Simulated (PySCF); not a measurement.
ketene: calculation against experiment

**The experiment to reproduce.**

From NIST CCCBDB Release 22 (SRD 101), experimental dipoles, for the gas: dipole moment (microwave Stark effect) 1.42 D.

The results are set against them at the end.

Ketene, C₂H₂O.
SMILES with atom numbers: `[CH2:1]=[C:2]=[O:3]` (hydrogens: H4, H5 on C1)

Structure used (PBE/6-31+G*), in Å, numbered top down from 1:
```xyz
5
C2H2O angstrom
C     -0.745    0.037    0.197
C      0.519    0.005   -0.198
O      1.647   -0.022   -0.550
H     -1.345   -0.874    0.174
H     -1.184    0.975    0.542
```

The PySCF runs (gas phase, on this PBE/6-31+G* geometry; no spin–orbit coupling):

```csv
level,job,basis functions,wall time
"PBE/6-31+G*, grid level 1",geometry optimisation from a GFN2-xTB start,58,2.9 s
```

Hardware: Intel Xeon 6975P-C, one thread, no GPU, on a shared host.

All basis functions are spherical.

**Comparison with experiment**

**Dipole moment.** Measured: 1.42 D (NIST CCCBDB Release 22 (SRD 101), experimental dipoles).

```csv
level,computed (D),computed − measured (D),% (from the printed values)
PBE/6-31+G*,1.55,+0.13,+9
```

The computed dipoles belong to one fixed geometry; measured ones are averaged over vibrations unless marked μe. Magnitudes are compared, not signs.

The geometry is computed, not the measured one. Where a level misses, the cause wasn't examined.
